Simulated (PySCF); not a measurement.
An element was calculated at r2SCAN (PySCF 2.14, spin-free X2C, a triple-zeta basis, no spin-orbit coupling), in the ground configurations that NIST lists.

```
first ionisation energy  : 15.743 eV
second ionisation energy : 27.655 eV
third ionisation energy  : 40.681 eV
```

**Question.** Which element is it?

**Answer.** Argon (Ar, Z = 18), in dyall-av3z. NIST lists 15.760, 27.630, 40.735 ± 0.012 eV for these ionisation energies.
